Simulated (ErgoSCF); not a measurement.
**BNH4 (SMILES BN): levels of theory compared**

We compute a comparison of 6 runs (HF/STO-3G, HF/3-21G, HF/def2-SVP, B3LYP/6-31+G*, PBE0/def2-SVP, PBE/6-311G**) of BNH4. 

The calculation is run with ErgoSCF 3.8.

2 further runs of the same task are left out: 2 set aside as unsound or not needed.

**1. The molecule**

BNH4: 6 atoms, total charge 0, spin state singlet. As SMILES, `BN`. Geometry: relaxed at PBE0-D4/def2-TZVP.

Bond lengths: B1–N2 1.385 Å, B1–H3 1.197 Å, B1–H4 1.197 Å, N2–H5 1.006 Å, N2–H6 1.006 Å. Angles: B1–N2–H5 123.2°, B1–N2–H6 123.2°, N2–B1–H3 119.0°, N2–B1–H4 119.0°, H5–N2–H6 113.5°, H3–B1–H4 122.0°.

**2. A single-point energy at HF/STO-3G (run 1)**

The input, mol.xyz:

```xyz
6
BH4N
B     -0.128200    -0.679600    -0.025600
N      0.146100     0.677400     0.010800
H      0.225800    -1.368000     0.887500
H     -0.712000    -1.128700    -0.969200
H     -0.121600     1.313700    -0.720800
H      0.632000     1.121400     0.771300
```

The input, input.ego:

```
set_nthreads(1)
molecule "mol.xyz"
scf.max_number_of_iterations = 120
scf.output_mulliken_pop = 1
basis = "STO-3G"
scf.use_diagonalization = 1
charge = 0
tmpdir = "."
run "HF"
```

The basis set STO-3G is read from a file made from the Basis Set Exchange's data (not shown).

The run is started by

```console
$ ergo input.ego
```

The program printed:

```text
[...]
INSC SCF_general constructor, number of basis functions: 14
[...]
INSC Energy   1 =        -60.54855534312
[...]
INDE E_LUMO =          0.33701732991
[...]
INSC Energy  10 =        -80.46358189251  ( diff     -0.000000000003524 )
[...]
RESC CONVERGED after  10 iterations.
RESC FINAL ENERGY:        -80.46358189251
[...]
INSC SCF: dipole_moment_x [atomic units] =       0.13497147
INSC SCF: dipole_moment_y [atomic units] =       0.66834396
INSC SCF: dipole_moment_z [atomic units] =       0.01792351
[...]
```

Wall time 0.85 s (1 thread of Arm Neoverse V1, shared host); peak memory 0.26 GiB.

**3. A single-point energy at HF/3-21G (run 2)**

The input, run.inp:

```
set_nthreads(1)
molecule_inline
B   -0.24226289  -1.28425787  -0.04837699
N    0.27608899   1.28010048   0.02040904
H    0.42670016  -2.58514534   1.67713194
H   -1.34548500  -2.13293388  -1.83152256
H   -0.22979070   2.48253321  -1.36211459
H    1.19430691   2.11913888   1.45754576
EOF
scf.use_diagonalization = 1
basis = "3-21G"
tmpdir = "."
scf.max_number_of_iterations = 120
scf.output_mulliken_pop = 1
run "HF"
```

The basis set 3-21G is read from a file made from the Basis Set Exchange's data (not shown).

The run is started by

```console
$ ergo run.inp
```

The program printed:

```text
[...]
INSC SCF_general constructor, number of basis functions: 26
[...]
INSC Energy   1 =        -44.35671755999
[...]
INDE E_LUMO =          0.17360953369
[...]
INSC Energy  12 =        -81.04309364147  ( diff     -0.000000000000512 )
[...]
RESC CONVERGED after  12 iterations.
RESC FINAL ENERGY:        -81.04309364147
[...]
INSC SCF: dipole_moment_x [atomic units] =       0.16100302
INSC SCF: dipole_moment_y [atomic units] =       0.79724149
INSC SCF: dipole_moment_z [atomic units] =       0.02136478
[...]
```

Run time: 0.89 s. Hardware: 1 thread of Arm Neoverse V1, shared host; peak memory 0.26 GiB.

Runs 3 to 4 aren't shown in full; the table further down has their settings and results.

**4. The energy at PBE0/def2-SVP (run 5)**

The input, input.ego:

```
set_nthreads(1)
molecule_inline Angstrom
B       -0.128200      -0.679600      -0.025600
N        0.146100       0.677400       0.010800
H        0.225800      -1.368000       0.887500
H       -0.712000      -1.128700      -0.969200
H       -0.121600       1.313700      -0.720800
H        0.632000       1.121400       0.771300
EOF
scf.use_diagonalization = 1
tmpdir = "."
XC.radint = 1e-11
XC.sparse_mode = 0
scf.max_number_of_iterations = 120
basis = "def2-SVP"
scf.output_mulliken_pop = 1
XC.angint = 41
run "PBE0"
```

The basis set def2-SVP is read from a file made from the Basis Set Exchange's data (not shown).

The run is started by

```console
$ ergo < input.ego
```

The program printed:

```text
[...]
INDF Weighted mixed functional:
[...]
INSC Energy   1 =        -26.65335331310
[...]
INDE E_LUMO =          0.02089919851
[...]
INSC Energy  13 =        -81.86969115788  ( diff     -0.000000000000625 )
[...]
RESC CONVERGED after  13 iterations.
RESC FINAL ENERGY:        -81.86969115788
[...]
INSC SCF: dipole_moment_x [atomic units] =       0.17183276
INSC SCF: dipole_moment_y [atomic units] =       0.85065073
INSC SCF: dipole_moment_z [atomic units] =       0.02278642
[...]
```

Wall time 6.3 s (1 thread of Arm Neoverse V1, shared host); peak memory 0.26 GiB.

**5. The energy at PBE/6-311G(d,p) (run 6)**

The input, input.xyz:

```xyz
6
BH4N
B     -0.128200    -0.679600    -0.025600
N      0.146100     0.677400     0.010800
H      0.225800    -1.368000     0.887500
H     -0.712000    -1.128700    -0.969200
H     -0.121600     1.313700    -0.720800
H      0.632000     1.121400     0.771300
```

The input, input.ego:

```
# single point, BH4N
set_nthreads(1)
molecule "input.xyz"
XC.radint = 1e-11
basis = "6-311G**"
XC.sparse_mode = 0
XC.angint = 41
scf.use_diagonalization = 1
tmpdir = "."
charge = 0
scf.output_mulliken_pop = 1
scf.max_number_of_iterations = 120
run "PBE"
```

The basis set 6-311G** is read from a file made from the Basis Set Exchange's data (not shown).

The run is started by

```console
$ ergo < input.ego
```

The program printed:

```text
[...]
INDF Weighted mixed functional:
[...]
INSC Energy   1 =        -32.72902172840
[...]
INDE E_LUMO =         -0.01953038661
[...]
INSC Energy  13 =        -81.93990235110  ( diff     -0.000000000004547 )
[...]
RESC CONVERGED after  13 iterations.
RESC FINAL ENERGY:        -81.93990235110
[...]
INSC SCF: dipole_moment_x [atomic units] =       0.17267586
INSC SCF: dipole_moment_y [atomic units] =       0.85479682
INSC SCF: dipole_moment_z [atomic units] =       0.02290315
[...]
```

Wall time 5.4 s (1 thread of Arm Neoverse V1, shared host); peak memory 0.26 GiB.

**6. All runs side by side**

```
run                                level  integration grid  radint  energy (Eh)  dipole moment (D)  wall time
  1                            HF/STO-3G                 –       –   -80.463582               1.73     0.85 s
  2                             HF/3-21G                 –       –   -81.043094               2.07     0.89 s
  3                          HF/def2-SVP                 –       –   -81.434610               1.92      4.2 s
  4  B3LYP/6-31+G* (spherical functions)             Turbo   1e-11   -82.044936               1.98      6.3 s
  5                        PBE0/def2-SVP             Turbo   1e-11   -81.869691               2.21      6.3 s
  6                         PBE/6-311G**             Turbo   1e-11   -81.939902               2.22      5.4 s
```

**7. What came out**

| quantity | value |
| --- | --- |
| run 6: total energy | -81.93990 Eh |
| run 6: dipole moment | 2.22 D |

The dipole moment (its size) runs from 1.73 D (HF/STO-3G) to 2.22 D (PBE/6-311G**). The two ends differ in method and basis. Totals of different functionals can't be ranked against each other. In run 1 the basis is minimal, so the values are rough. All runs together took 24 s, the longest 6.3 s.
